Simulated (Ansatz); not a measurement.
`C=NC(F)OC`, charge 0, multiplicity 1.

(1) Give a relaxed structure at PBE0-D4/def2-TZVP (Ansatz 0.2.0). (Estimate.)

Answers

(1) Ansatz gave: 
Cartesian coordinates in Å:
```
C 2.115 -0.225 0.611
N 0.978 -0.461 0.127
C 0.170 0.622 -0.337
F 0.698 1.854 -0.069
O -1.061 0.610 0.274
C -1.886 -0.460 -0.134
H 2.712 -1.064 0.968
H 2.540 0.778 0.696
H 0.079 0.534 -1.431
H -2.840 -0.325 0.372
H -1.455 -1.426 0.142
H -2.049 -0.438 -1.219
```
This is one stationary point; other conformers may exist.
